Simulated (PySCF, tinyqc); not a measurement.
Worked calculation: CIS on RHF in the sto-6g basis, for BH, spin multiplicity 1. The lowest restricted solution is unstable here: a spin-polarised one lies 0.0097 hartree lower (PySCF). Computed by tinyqc, a small Python program that keeps every step (integrals from PySCF). Settings: charge = 0, multiplicity = 1, basis = sto-6g, method = RHF, energy threshold = 1e-10, iteration cap = 90, orthogonalisation = symmetric, start = atomic densities, DIIS depth = 6. Command: `OMP_NUM_THREADS=1 python tinyqc.py 20019 20020 out.jsonl` (the two numbers bound the seeds that draw the settings). One thread of a shared host (Intel(R) Xeon(R) Processor @ 2.60GHz), about 0.1 s of CPU time with the checks. The early iterations of the SCF are left out here.

## One-electron integrals

Geometry (angstrom):
```
atom        x        y        z
B     0.00000  0.00000  0.00000
H     0.00000  0.00000  1.82800
```

Basis sto-6g: exponents (1/bohr^2) and contraction coefficients of normalised primitives:
```
element  l (shell)   exponent  coefficient
B            s (1)  506.01115      0.00916
B            s (1)   92.77681      0.04936
B            s (1)   25.95566      0.16854
B            s (1)    8.91645      0.37056
B            s (1)    3.46251      0.41649
B            s (1)    1.42605      0.13033
B            s (2)   23.19458     -0.01325
B            s (2)    4.59081     -0.04699
B            s (2)    1.42682     -0.03379
B            s (2)    0.54895      0.25024
B            s (2)    0.23841      0.59512
B            s (2)    0.10928      0.24071
B            p (3)   23.19458      0.00376
B            p (3)    4.59081      0.03768
B            p (3)    1.42682      0.17390
B            p (3)    0.54895      0.41804
B            p (3)    0.23841      0.42586
B            p (3)    0.10928      0.10171
H            s (1)   35.52322      0.00916
H            s (1)    6.51314      0.04936
H            s (1)    1.82214      0.16854
H            s (1)    0.62596      0.37056
H            s (1)    0.24308      0.41649
H            s (1)    0.10011      0.13033
```

Overlap, kinetic and nuclear-attraction integrals over the contracted functions; the nuclear repulsion is the sum of Za Zb / Rab.

nuclear repulsion = 1.4474213 hartree

overlap S, order 1B 1s, 1B 2s, 1B 2px, 1B 2py, 1B 2pz, 2H 1s:
```
[[1.00000, 0.26489, 0.00000, 0.00000, 0.00000, 0.01614],
 [0.26489, 1.00000, 0.00000, 0.00000, 0.00000, 0.21204],
 [0.00000, 0.00000, 1.00000, 0.00000, 0.00000, 0.00000],
 [0.00000, 0.00000, 0.00000, 1.00000, 0.00000, 0.00000],
 [0.00000, 0.00000, 0.00000, 0.00000, 1.00000, 0.25750],
 [0.01614, 0.21204, 0.00000, 0.00000, 0.25750, 1.00000]]
```

kinetic energy T (hartree), order 1B 1s, 1B 2s, 1B 2px, 1B 2py, 1B 2pz, 2H 1s:
```
[[10.94724, -0.33388, 0.00000, 0.00000, 0.00000, -0.00613],
 [-0.33388, 0.37450, 0.00000, 0.00000, 0.00000, -0.00144],
 [0.00000, 0.00000, 1.12503, 0.00000, 0.00000, 0.00000],
 [0.00000, 0.00000, 0.00000, 1.12503, 0.00000, 0.00000],
 [0.00000, 0.00000, 0.00000, 0.00000, 1.12503, 0.03683],
 [-0.00613, -0.00144, 0.00000, 0.00000, 0.03683, 0.76852]]
```

nuclear attraction V (hartree), order 1B 1s, 1B 2s, 1B 2px, 1B 2py, 1B 2pz, 2H 1s:
```
[[-23.68121, -2.82087, 0.00000, 0.00000, -0.00828, -0.18778],
 [-2.82087, -4.03888, 0.00000, 0.00000, -0.07931, -0.63972],
 [0.00000, 0.00000, -4.02334, 0.00000, 0.00000, 0.00000],
 [0.00000, 0.00000, 0.00000, -4.02334, 0.00000, 0.00000],
 [-0.00828, -0.07931, 0.00000, 0.00000, -4.06946, -0.73342],
 [-0.18778, -0.63972, 0.00000, 0.00000, -0.73342, -2.68553]]
```

core Hamiltonian H = T + V (hartree), order 1B 1s, 1B 2s, 1B 2px, 1B 2py, 1B 2pz, 2H 1s:
```
[[-12.73396, -3.15475, 0.00000, 0.00000, -0.00828, -0.19391],
 [-3.15475, -3.66438, 0.00000, 0.00000, -0.07931, -0.64116],
 [0.00000, 0.00000, -2.89831, 0.00000, 0.00000, 0.00000],
 [0.00000, 0.00000, 0.00000, -2.89831, 0.00000, 0.00000],
 [-0.00828, -0.07931, 0.00000, 0.00000, -2.94444, -0.69659],
 [-0.19391, -0.64116, 0.00000, 0.00000, -0.69659, -1.91701]]
```

## Two-electron integrals

Functions are numbered as in S; the eight-fold symmetry (ij|kl) = (ji|kl) = (kl|ij) leaves the list below.

Two-electron integrals (ij|kl) in chemists' order, unique and non-zero (hartree):
```
(11|11) 2.92499   (21|11) 0.48076   (21|21) 0.09948   (22|11) 0.74345
(22|21) 0.18897   (22|22) 0.54492   (31|31) 0.02110   (32|31) 0.03085
(32|32) 0.12044   (33|11) 0.74345   (33|21) 0.18897   (33|22) 0.54492
(33|33) 0.58711   (41|41) 0.02110   (42|41) 0.03085   (42|42) 0.12044
(43|43) 0.03164   (44|11) 0.74345   (44|21) 0.18897   (44|22) 0.54492
(44|33) 0.52383   (44|44) 0.58711   (51|51) 0.02110   (52|51) 0.03085
(52|52) 0.12044   (53|53) 0.03164   (54|54) 0.03164   (55|11) 0.74345
(55|21) 0.18897   (55|22) 0.54492   (55|33) 0.52383   (55|44) 0.52383
(55|55) 0.58711   (61|11) 0.02999   (61|21) 0.00603   (61|22) 0.01142
(61|33) 0.01136   (61|44) 0.01136   (61|51) 0.00048   (61|52) 0.00093
(61|55) 0.01154   (61|61) 0.00038   (62|11) 0.10144   (62|21) 0.02641
(62|22) 0.08769   (62|33) 0.08502   (62|44) 0.08502   (62|51) 0.00300
(62|52) 0.01995   (62|55) 0.09304   (62|61) 0.00172   (62|62) 0.02322
(63|31) 0.00228   (63|32) 0.01137   (63|53) 0.00339   (63|63) 0.00201
(64|41) 0.00228   (64|42) 0.01137   (64|54) 0.00339   (64|64) 0.00201
(65|11) 0.10872   (65|21) 0.02861   (65|22) 0.09939   (65|33) 0.09457
(65|44) 0.09457   (65|51) 0.00494   (65|52) 0.03128   (65|55) 0.10905
(65|61) 0.00192   (65|62) 0.03043   (65|65) 0.04111   (66|11) 0.28916
(66|21) 0.07656   (66|22) 0.28586   (66|33) 0.27264   (66|44) 0.27264
(66|51) 0.00817   (66|52) 0.07485   (66|55) 0.31229   (66|61) 0.00500
(66|62) 0.10847   (66|65) 0.15224   (66|66) 0.77500
```

## Orthogonalisation

S = U s U^T; symmetric (Loewdin) form X = U s^(-1/2) U^T, so that X^T S X = 1.

eigenvalues of S: [0.61947, 0.81647, 1.00000, 1.00000, 1.16838, 1.39567]

X, order 1B 1s, 1B 2s, 1B 2px, 1B 2py, 1B 2pz, 2H 1s:
```
[[1.02824, -0.14157, 0.00000, 0.00000, -0.00346, 0.01513],
 [-0.14157, 1.04752, 0.00000, 0.00000, 0.02316, -0.11777],
 [0.00000, 0.00000, 1.00000, 0.00000, 0.00000, 0.00000],
 [0.00000, 0.00000, 0.00000, 1.00000, 0.00000, 0.00000],
 [-0.00346, 0.02316, 0.00000, 0.00000, 1.02712, -0.13869],
 [0.01513, -0.11777, 0.00000, 0.00000, -0.13869, 1.04597]]
```

## Iteration 7 (converged): orbitals

converged F (hartree), order 1B 1s, 1B 2s, 1B 2px, 1B 2py, 1B 2pz, 2H 1s:
```
[[-7.47948, -2.08732, 0.00000, 0.00000, -0.01475, -0.13157],
 [-2.08732, -0.97643, 0.00000, 0.00000, 0.01565, -0.23686],
 [0.00000, 0.00000, 0.24234, 0.00000, 0.00000, 0.00000],
 [0.00000, 0.00000, 0.00000, 0.24234, 0.00000, 0.00000],
 [-0.01475, 0.01565, 0.00000, 0.00000, 0.01323, -0.26885],
 [-0.13157, -0.23686, 0.00000, 0.00000, -0.26885, -0.15676]]
```

Diagonalise F' = X^T F X, C = X C', fill 3 alpha and 3 beta electrons from the bottom; D = 2 C_occ C_occ^T. Each column has its largest component positive (the first on a tie).

F' = X^T F X (hartree):
```
[[-7.32267, -1.04840, 0.00000, 0.00000, -0.02872, 0.02005],
 [-1.04840, -0.54804, 0.00000, 0.00000, 0.06962, -0.16874],
 [0.00000, 0.00000, 0.24234, 0.00000, 0.00000, 0.00000],
 [0.00000, 0.00000, 0.00000, 0.24234, 0.00000, 0.00000],
 [-0.02872, 0.06962, 0.00000, 0.00000, 0.08950, -0.28271],
 [0.02005, -0.16874, 0.00000, 0.00000, -0.28271, -0.04630]]
```

orbital energies (hartree): [-7.48125, -0.46352, -0.23152, 0.24234, 0.24234, 0.34879]

coefficients C, order 1B 1s, 1B 2s, 1B 2px, 1B 2py, 1B 2pz, 2H 1s:
```
[[0.99551, -0.25716, 0.11985, 0.00000, 0.00000, -0.07754],
 [0.01660, 0.89679, -0.47270, 0.00000, 0.00000, 0.32218],
 [0.00000, 0.00000, 0.00000, 0.96782, 0.25165, 0.00000],
 [0.00000, 0.00000, 0.00000, -0.25165, 0.96782, 0.00000],
 [0.00239, 0.06731, 0.57617, 0.00000, 0.00000, 0.85921],
 [-0.00213, 0.33391, 0.63017, 0.00000, 0.00000, -0.78661]]
```

D after iteration 7, order 1B 1s, 1B 2s, 1B 2px, 1B 2py, 1B 2pz, 2H 1s:
```
[[2.14308, -0.54149, 0.00000, 0.00000, 0.10825, -0.02492],
 [-0.54149, 2.05590, 0.00000, 0.00000, -0.42391, 0.00305],
 [0.00000, 0.00000, 0.00000, 0.00000, 0.00000, 0.00000],
 [0.00000, 0.00000, 0.00000, 0.00000, 0.00000, 0.00000],
 [0.10825, -0.42391, 0.00000, 0.00000, 0.67303, 0.77112],
 [-0.02492, 0.00305, 0.00000, 0.00000, 0.77112, 1.01724]]
```

Within a degenerate level the vectors are fixed only up to a rotation; this is one choice.

## Convergence

Stop when the energy changes by less than 1e-10 hartree and every element of the error matrix X^T (F D S - S D F) X is below 3e-06.

Course of the cycle:
```
iteration  E (hartree)     change  largest element of the error matrix
1          -24.7608071          -                             1.88e-01
2          -24.8369275  -7.61e-02                             2.41e-01
3          -24.8772972  -4.04e-02                             1.51e-01
4          -24.8997733  -2.25e-02                             3.53e-03
5          -24.8997835  -1.02e-05                             4.41e-04
6          -24.8997839  -4.03e-07                             7.02e-06
7          -24.8997839  -6.00e-11                             3.77e-07
```

PySCF RHF in the same basis = -24.8997839 hartree

Converged in 7 iterations.

## Integrals over molecular orbitals

(pq|rs) = sum C_ip C_jq C_kr C_ls (ij|kl), one index at a time.

one-electron integrals over orbitals h = C^T H C (hartree):
```
[[-12.72441, 0.33513, -0.14828, 0.00000, 0.00000, 0.10127],
 [0.33513, -2.95239, 0.26736, 0.00000, 0.00000, -0.37349],
 [-0.14828, 0.26736, -2.49411, 0.00000, 0.00000, -0.45370],
 [0.00000, 0.00000, 0.00000, -2.89831, 0.00000, 0.00000],
 [0.00000, 0.00000, 0.00000, 0.00000, -2.89831, 0.00000],
 [0.10127, -0.37349, -0.45370, 0.00000, 0.00000, -2.45906]]
```

Two-electron integrals over orbitals (pq|rs), unique and non-zero (hartree):
```
(11|11) 2.90460    (21|11) -0.29853   (21|21) 0.04972    (22|11) 0.66524
(22|21) -0.01390   (22|22) 0.47145    (31|11) 0.13776    (31|21) -0.02207
(31|22) 0.01035    (31|31) 0.01839    (32|11) -0.14204   (32|21) 0.00780
(32|22) -0.01069   (32|31) 0.00750    (32|32) 0.11678    (33|11) 0.53809
(33|21) -0.00760   (33|22) 0.42672    (33|31) -0.00237   (33|32) 0.00535
(33|33) 0.46814    (41|41) 0.02195    (42|41) 0.02461    (42|42) 0.09097
(43|41) -0.01129   (43|42) -0.03784   (43|43) 0.03106    (44|11) 0.74314
(44|21) -0.01027   (44|22) 0.48624    (44|31) 0.00436    (44|32) -0.07750
(44|33) 0.41294    (44|44) 0.58711    (51|51) 0.02195    (52|51) 0.02461
(52|52) 0.09097    (53|51) -0.01129   (53|52) -0.03784   (53|53) 0.03106
(54|54) 0.03164    (55|11) 0.74314    (55|21) -0.01027   (55|22) 0.48624
(55|31) 0.00436    (55|32) -0.07750   (55|33) 0.41294    (55|44) 0.52383
(55|55) 0.58711    (61|11) -0.09089   (61|21) 0.01662    (61|22) 0.00092
(61|31) 0.00382    (61|32) 0.01630    (61|33) -0.00961   (61|44) -0.00299
(61|55) -0.00299   (61|61) 0.02016    (62|11) 0.13691    (62|21) -0.00346
(62|22) 0.05676    (62|31) 0.01299    (62|32) -0.00785   (62|33) -0.02630
(62|44) 0.07545    (62|55) 0.07545    (62|61) 0.01339    (62|62) 0.08791
(63|11) 0.18398    (63|21) -0.00368   (63|22) 0.04411    (63|31) -0.00352
(63|32) -0.11212   (63|33) -0.00650   (63|44) 0.10409    (63|55) 0.10409
(63|61) -0.00781   (63|62) 0.05517    (63|63) 0.15285    (64|41) 0.00699
(64|42) 0.02622    (64|43) 0.00496    (64|64) 0.02562    (65|51) 0.00699
(65|52) 0.02622    (65|53) 0.00496    (65|65) 0.02562    (66|11) 0.60358
(66|21) -0.00748   (66|22) 0.46566    (66|31) 0.01091    (66|32) 0.04892
(66|33) 0.46514    (66|44) 0.43747    (66|55) 0.43747    (66|61) 0.00751
(66|62) 0.02513    (66|63) -0.02270   (66|66) 0.52492
```

## CIS matrix, singlets

A(ia,jb) = (e_a - e_i) d_ij d_ab + 2 (ia|jb) - (ij|ab).

CIS matrix A, singlet (hartree), order 1>4, 1>5, 1>6, 2>4, 2>5, 2>6, 3>4, 3>5, 3>6:
```
[[7.02435, 0.00000, 0.00000, 0.05949, 0.00000, 0.00000, -0.02693, 0.00000, 0.00000],
 [0.00000, 7.02435, 0.00000, 0.00000, 0.05949, 0.00000, 0.00000, -0.02693, 0.00000],
 [0.00000, 0.00000, 7.26678, 0.00000, 0.00000, 0.03426, 0.00000, 0.00000, -0.02653],
 [0.05949, 0.00000, 0.00000, 0.40155, 0.00000, 0.00000, 0.00182, 0.00000, 0.00000],
 [0.00000, 0.05949, 0.00000, 0.00000, 0.40155, 0.00000, 0.00000, 0.00182, 0.00000],
 [0.00000, 0.00000, 0.03426, 0.00000, 0.00000, 0.52247, 0.00000, 0.00000, 0.06143],
 [-0.02693, 0.00000, 0.00000, 0.00182, 0.00000, 0.00000, 0.12304, 0.00000, 0.00000],
 [0.00000, -0.02693, 0.00000, 0.00000, 0.00182, 0.00000, 0.00000, 0.12304, 0.00000],
 [0.00000, 0.00000, -0.02653, 0.00000, 0.00000, 0.06143, 0.00000, 0.00000, 0.42086]]
```

## CIS singlet states

dipole integrals <i|r|a> (bohr), order 1>4, 1>5, 1>6, 2>4, 2>5, 2>6, 3>4, 3>5, 3>6:
```
[[0.11032, -0.02869, 0.00000],
 [0.02869, 0.11032, 0.00000],
 [0.00000, 0.00000, 0.09396],
 [0.86026, -0.22368, 0.00000],
 [0.22368, 0.86026, 0.00000],
 [0.00000, 0.00000, -0.26313],
 [-0.33499, 0.08710, 0.00000],
 [-0.08710, -0.33499, 0.00000],
 [0.00000, 0.00000, -1.62912]]
```

Diagonalise A (1 hartree = 27.211386 eV); each vector has its largest component positive (the first on a tie). The transition dipole is mu = sqrt2 sum c_ia <i|r|a>.

singlet excitation energies (eV): [3.34491, 3.34491, 10.65954, 10.91257, 10.91257, 15.00226, 191.15978, 191.15978, 197.74657]

lowest vectors, order 1>4, 1>5, 1>6, 2>4, 2>5, 2>6, 3>4, 3>5, 3>6:
```
[[-0.00019, 0.00396, 0.00000, -0.00882, -0.00152, 0.00000],
 [0.00396, 0.00019, 0.00000, 0.00152, -0.00882, 0.00000],
 [0.00000, 0.00000, 0.00562, 0.00000, 0.00000, -0.00293],
 [0.00035, -0.00736, 0.00000, 0.98546, 0.16949, 0.00000],
 [-0.00736, -0.00035, 0.00000, -0.16949, 0.98546, 0.00000],
 [0.00000, 0.00000, -0.42645, 0.00000, 0.00000, 0.90450],
 [-0.04816, 0.99880, 0.00000, 0.00729, 0.00125, 0.00000],
 [0.99880, 0.04816, 0.00000, -0.00125, 0.00729, 0.00000],
 [0.00000, 0.00000, 0.90450, 0.00000, 0.00000, 0.42647]]
```

oscillator strengths 2/3 w |mu|^2: [0.02033, 0.02033, 0.96720, 0.41900, 0.41900, 0.63995]

Within a degenerate level the vectors are fixed only up to a rotation; this is one choice.

## CIS matrix, triplets

A(ia,jb) = (e_a - e_i) d_ij d_ab - (ij|ab).

CIS matrix A, triplet (hartree), order 1>4, 1>5, 1>6, 2>4, 2>5, 2>6, 3>4, 3>5, 3>6:
```
[[6.98045, 0.00000, 0.00000, 0.01027, 0.00000, 0.00000, -0.00436, 0.00000, 0.00000],
 [0.00000, 6.98045, 0.00000, 0.00000, 0.01027, 0.00000, 0.00000, -0.00436, 0.00000],
 [0.00000, 0.00000, 7.22646, 0.00000, 0.00000, 0.00748, 0.00000, 0.00000, -0.01091],
 [0.01027, 0.00000, 0.00000, 0.21962, 0.00000, 0.00000, 0.07750, 0.00000, 0.00000],
 [0.00000, 0.01027, 0.00000, 0.00000, 0.21962, 0.00000, 0.00000, 0.07750, 0.00000],
 [0.00000, 0.00000, 0.00748, 0.00000, 0.00000, 0.34664, 0.00000, 0.00000, -0.04892],
 [-0.00436, 0.00000, 0.00000, 0.07750, 0.00000, 0.00000, 0.06093, 0.00000, 0.00000],
 [0.00000, -0.00436, 0.00000, 0.00000, 0.07750, 0.00000, 0.00000, 0.06093, 0.00000],
 [0.00000, 0.00000, -0.01091, 0.00000, 0.00000, -0.04892, 0.00000, 0.00000, 0.11516]]
```

## CIS triplet states

Diagonalise A (1 hartree = 27.211386 eV); each vector has its largest component positive (the first on a tie).

triplet excitation energies (eV): [0.79864, 0.79864, 2.86368, 6.83486, 6.83486, 9.70205, 189.94832, 189.94832, 196.64271]

lowest vectors, order 1>4, 1>5, 1>6, 2>4, 2>5, 2>6, 3>4, 3>5, 3>6:
```
[[0.00112, 0.00022, 0.00000, -0.00117, -0.00004, 0.00000],
 [-0.00022, 0.00112, 0.00000, 0.00004, -0.00117, 0.00000],
 [0.00000, 0.00000, 0.00129, 0.00000, 0.00000, -0.00138],
 [-0.37042, -0.07157, 0.00000, 0.92551, 0.03296, 0.00000],
 [0.07157, -0.37042, 0.00000, -0.03296, 0.92551, 0.00000],
 [0.00000, 0.00000, 0.19858, 0.00000, 0.00000, 0.98008],
 [0.90928, 0.17569, 0.00000, 0.37703, 0.01343, 0.00000],
 [-0.17569, 0.90928, 0.00000, -0.01343, 0.37703, 0.00000],
 [0.00000, 0.00000, 0.98008, 0.00000, 0.00000, -0.19857]]
```

Within a degenerate level the vectors are fixed only up to a rotation; this is one choice.
